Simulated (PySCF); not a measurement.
## SMILES F[PH3+], [FH$_{3}$P]+, charge +1

Molfile (atoms numbered from 1):
```
FH3P
     RDKit          3D

  5  4  0  0  0  0  0  0  0  0999 V2000
    1.5647   -0.2218    0.2546 F   0  0  0  0  0  0  0  0  0  0  0  0
    0.0456   -0.0557    0.0090 P   0  0  0  0  0  0  0  0  0  0  0  0
   -0.6105   -0.1092    1.2538 H   0  0  0  0  0  0  0  0  0  0  0  0
   -0.1675    1.1900   -0.6121 H   0  0  0  0  0  0  0  0  0  0  0  0
   -0.3836   -1.1062   -0.8248 H   0  0  0  0  0  0  0  0  0  0  0  0
  1  2  1  0
  2  3  1  0
  2  4  1  0
  2  5  1  0
M  CHG  1   2   1
M  END
```

Method used: GIAO B3LYP/def2-TZVPD magnetisability, rotational g tensor and spin-rotation constants, non-relativistic, gas phase (PySCF 2.14.0). Geometry: PBE0-D3(BJ)/def2-SVP.

For an ion the centre-of-mass motion in the field is neglected.

Question: What are the magnetisability and the molar susceptibility?

Answer: Isotropic -320 × 10⁻³⁰ J/T², or -19.3 × 10⁻⁶ cm³/mol; principal values -408, -276, -276 × 10⁻³⁰ J/T², anisotropy 132 × 10⁻³⁰ J/T² (root of half the summed squared differences of the principal values). The susceptibility is in cgs units.

Question: Split it along the inertial axes a, b, c into diamagnetic and paramagnetic parts about the centre of mass, with the quadrupole moment.

Answer: 
| axis | χ (10⁻⁶ cm³/mol) | diamagnetic (10⁻⁶ cm³/mol) | paramagnetic (10⁻⁶ cm³/mol) | summed x² of all electrons (Å²) | quadrupole Θ (D Å) |
| --- | --- | --- | --- | --- | --- |
| a | -24.6 | -47.7 | 23.2 | 19.2 | +0.35 |
| b | -16.6 | -105.5 | 88.9 | 5.6 | -0.18 |
| c | -16.6 | -105.5 | 88.9 | 5.6 | -0.18 |

Anisotropies 2χaa − χbb − χcc = -15.9 and 2χbb − χaa − χcc = +8.0 × 10⁻⁶ cm³/mol. Θ is traceless in Buckingham's convention.

Question: And the rotational g tensor?

Answer: 
| axis | rotational constant (GHz) | g | nuclear part | electronic part |
| --- | --- | --- | --- | --- |
| a | 93.4590 | -0.0172 | 0.9995 | -1.0167 |
| b | 14.8930 | -0.0563 | 0.5654 | -0.6217 |
| c | 14.8925 | -0.0563 | 0.5653 | -0.6217 |

Prolate top; isotopes 19F, 1H, 31P; no vibrational averaging.
